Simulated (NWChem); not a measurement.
# One shape, several levels: S2F2 (Difluorodisulfane)

Wanted: a comparison of 6 runs (HF/3-21G, HF/def2-SVP, PBE/cc-pVTZ, B3LYP/6-31G*, SVWN5/6-311+G**, CCSD(T)/6-311+G**) of S2F2 (Difluorodisulfane). 

The results are computed with NWChem 7.3.0.

1 further run of the same task is left out (set aside as unsound or not needed). Runs told in other sessions of the task aren't counted.

## (1) The structure to begin with

The species is S2F2 (4 atoms), meant as a singlet with charge 0. As SMILES, `FSSF`. The shape is that of a PBE0-D4/def2-TZVP optimisation.

Bond lengths: F1–S2 1.631 Å, S2–S3 1.890 Å, S3–F4 1.631 Å. Angles: F1–S2–S3 108.6°, S2–S3–F4 108.6°.

## (2) Energy and gradient at HF/3-21G (run 1)

The input, run.py:

```python
from ase import Atoms
from ase.calculators.nwchem import NWChem

molecule = Atoms(['F', 'S', 'S', 'F'], positions=[
    [-1.783750, -0.199930, -0.621590],
    [-0.467670, 0.764150, -0.632370],
    [1.044990, -0.276390, -0.184720],
    [1.206410, -0.287820, 1.438680],
])

calc = NWChem(
    label='nw',
    theory='scf',
    memory='2200 mb',
    basis='3-21G',
    basispar='spherical bse',
    scf={'nopen': '0', 'rhf': None, 'thresh': '1e-08', 'maxiter': '80'},
)
molecule.calc = calc

forces = molecule.get_forces()
print("Total energy (eV):", round(molecule.get_potential_energy(), 6))
print("forces (eV/A):")
for s, f in zip(molecule.symbols, forces):
    print(f"{s:2s} {f[0]:10.5f} {f[1]:10.5f} {f[2]:10.5f}")
print("dipole (e A):", molecule.get_dipole_moment().round(4))
```

Command:

```
$ export ASE_NWCHEM_COMMAND="nwchem PREFIX.nwi > PREFIX.nwo"
$ python run.py
```

The log of the run:

```text
Total energy (eV): -26906.232279
forces (eV/A):
F    -1.14311   -1.31784    0.10639
S    -3.86437    5.20324   -1.32520
S     5.15959   -4.10898   -0.50815
F    -0.15211    0.22358    1.72696
dipole (e A): [ 0.1913  0.1616 -0.2707]
```

The calculator wrote nw.nwi:

```
title "nw"

permanent_dir nw

scratch_dir nw

start nw

geometry units angstrom nocenter noautosym noautoz
  F  -1.7837499999999999e+00 -1.9993000000000000e-01 -6.2158999999999998e-01
  S  -4.6766999999999997e-01 7.6415000000000000e-01 -6.3236999999999999e-01
  S  1.0449900000000001e+00 -2.7639000000000002e-01 -1.8472000000000000e-01
  F  1.2064100000000000e+00 -2.8782000000000002e-01 1.4386800000000000e+00
end

memory 2200 mb

basis spherical bse noprint
   * library 3-21G
end

scf
  nopen 0
  rhf
  thresh 1e-08
  maxiter 80
end

task scf gradient
```

nw.nwo:

```text
Northwest Computational Chemistry Package (NWChem) 7.3.0
             --------------------------------------------------------

           Job information
           ---------------

    nwchem branch   = 7.3.0
    use scalapack   = T
    input           = nw.nwi
    prefix          = nw.
    data base       = nw/nw.db
    status          = startup
    nproc           =        1

           Memory information
           ------------------

    heap     =     72089600 doubles =      550.0 Mbytes
    stack    =     72089597 doubles =      550.0 Mbytes
    global   =    144179200 doubles =     1100.0 Mbytes (distinct from heap & stack)
    total    =    288358397 doubles =     2200.0 Mbytes
    verify   = yes
    hardfail = no

[... 118 lines left out ...]
 Convergence threshold     :          1.000E-08
[... 13 lines left out ...]
       Final RHF  results
[... 3 lines left out ...]
      One-electron energy =  -1829.284003501681
[... 1 line left out ...]
 Nuclear repulsion energy =    230.128335782588
[... 43 lines left out ...]
                       ROHF Final Molecular Orbital Analysis
[... 200 lines left out ...]
  wavefunction    =   RHF

                         RHF ENERGY GRADIENTS

    atom               coordinates                        gradient
                 x          y          z           x          y          z
   1 F      -3.370799  -0.377813  -1.174635    0.022230   0.025628  -0.002069
   2 S      -0.883768   1.444034  -1.195006    0.075150  -0.101187   0.025771
   3 S       1.974745  -0.522301  -0.349070   -0.100338   0.079907   0.009882
   4 F       2.279784  -0.543901   2.718711    0.002958  -0.004348  -0.033584

                 ----------------------------------------
                 |  Time  |  1-e(secs)   |  2-e(secs)   |
                 ----------------------------------------
                 |  CPU   |       0.00   |       0.16   |
                 ----------------------------------------
                 |  WALL  |       0.00   |       0.16   |
                 ----------------------------------------

 Task  times  cpu:        1.2s     wall:        1.2s
 Total times  cpu:        1.2s     wall:        1.2s
```

Wall time 2.4 s (1 thread of Intel Xeon at 2.60GHz (Ice Lake), shared host); peak memory 0.099 GiB.

## (3) Energy and forces at HF/def2-SVP (run 2)

The input, calc.nw:

```
echo
START calc
memory total 2200 mb
GEOMETRY units bohr noautosym nocenter noautoz
   F  -3.37079897 -0.37781294 -1.17463486
   S  -0.88376822  1.44403422 -1.19500611
   S   1.97474490 -0.52230140 -0.34907021
   F   2.27978449 -0.54390097  2.71871118
END
BASIS "ao basis" spherical bse
   * library def2-SVP
END
SCF
   thresh 1e-08
   maxiter 80
   noprint "final vectors analysis"
END
TASK scf gradient
```

Command:

```
$ nwchem calc.nw > calc.out
```

The log of the run:

```text
[...]
  functions       =    64
[...]
  wavefunction    = RHF
[...]
         Total SCF energy =   -993.435727900730
      One-electron energy =  -1834.527791099710
      Two-electron energy =    610.963743780252
 Nuclear repulsion energy =    230.128319418728
        Time for solution =      3.9s
[...]
                         RHF ENERGY GRADIENTS
    atom               coordinates                        gradient
                 x          y          z           x          y          z
   1 F      -3.370799  -0.377813  -1.174635   -0.011577  -0.002131  -0.001007
   2 S      -0.883768   1.444034  -1.195006    0.030785  -0.016920   0.003207
   3 S       1.974745  -0.522301  -0.349070   -0.024354   0.022353  -0.012306
   4 F       2.279784  -0.543901   2.718711    0.005145  -0.003302   0.010106
[...]
```

Wall time 5.7 s (1 thread of Intel Xeon at 2.60GHz (Ice Lake), shared host); peak memory 0.099 GiB.

Runs 3 to 5 aren't shown in full; the table further down has their settings and results.

## (4) The energy at CCSD(T)/6-311+G(d,p) (run 6)

The input, f2s2.nw:

```
start f2s2
memory total 2200 mb

geometry noautosym nocenter noautoz
  F       -1.783750      -0.199930      -0.621590
  S       -0.467670       0.764150      -0.632370
  S        1.044990      -0.276390      -0.184720
  F        1.206410      -0.287820       1.438680
end

basis spherical bse
  F library 6-311+G**
  S library 6-311+G**
end

scf
  thresh 1e-08
  maxiter 80
end

ccsd
  freeze core 12
  maxiter 60
end

task ccsd(t) energy
```

Command:

```
$ nwchem f2s2.nw > f2s2.out
```

The log of the run:

```text
[...]
  functions       =   104
[...]
  wavefunction    = RHF
[...]
         Total SCF energy =   -993.925664695612
      One-electron energy =  -1834.868734987214
      Two-electron energy =    610.814734509014
 Nuclear repulsion energy =    230.128335782588
        Time for solution =     16.0s
[...]
 Total MP2 energy:           -994.606457193439837
[...]
             energy      energy      error      ampl     ampl      Block
                                                time     time      time
[...]
 Total CCSD energy:           -994.626383745016369
[...]
 Total CCSD+T(CCSD) energy:           -994.652638099978844
[...]
 Total CCSD(T) energy:                -994.650407108429590
[...]
```

Run time: 4.1 min. Hardware: 1 thread of Intel Xeon at 2.60GHz (Ice Lake), shared host; peak memory 0.36 GiB.

## (5) Overview of the runs

| run | level | iteration cap | module | energy (Eh) | dipole moment (D) of the reference | HOMO energy (eV) | LUMO energy (eV) | wall time |
| --- | --- | --- | --- | --- | --- | --- | --- | --- |
| 1 | HF/3-21G | 80 | scf | -988.785807 | 1.77 | -11.69 | 2.99 | 2.4 s |
| 2 | HF/def2-SVP | 80 | scf | -993.435728 | 2.07 | – | – | 5.7 s |
| 3 | PBE/cc-pVTZ | 100 | dft | -995.638994 | – | – | – | 1.7 min |
| 4 | B3LYP/6-31G* (spherical functions) | 100 | dft | -995.991279 | 1.40 | -7.91 | -1.38 | 15 s |
| 5 | SVWN5/6-311+G** | 100 | dft | -992.145595 | 1.69 | -7.53 | -3.10 | 16 s |
| 6 | CCSD(T)/6-311+G** | 80 | ccsd(t) | -994.650407 | – | -11.85 | 1.66 | 4.1 min |

## (6) Outcome

| quantity | value |
| --- | --- |
| run 6: total energy | -994.65041 Eh |
| run 6: HOMO energy (Hartree–Fock orbitals) | -11.85 eV |
| run 6: LUMO energy (Hartree–Fock orbitals) | 1.66 eV |
| run 6: HOMO–LUMO gap (Hartree–Fock orbitals) | 13.51 eV |
| run 6: correlation energy (12 core orbitals frozen) | -724.7 mEh |
| run 6: (T) correction | -24.02 mEh |

Over runs 1, 2, 4, 5 the dipole moment (its size) runs from 1.40 D (B3LYP/6-31G*) to 2.07 D (HF/def2-SVP). The two ends differ in method and basis. Over runs 1, 4, 5 the HOMO–LUMO gap runs from 4.44 eV (SVWN5/6-311+G**) to 14.68 eV (HF/3-21G). Totals of different functionals can't be ranked against each other. All runs together took 6.5 min, the longest 4.1 min.
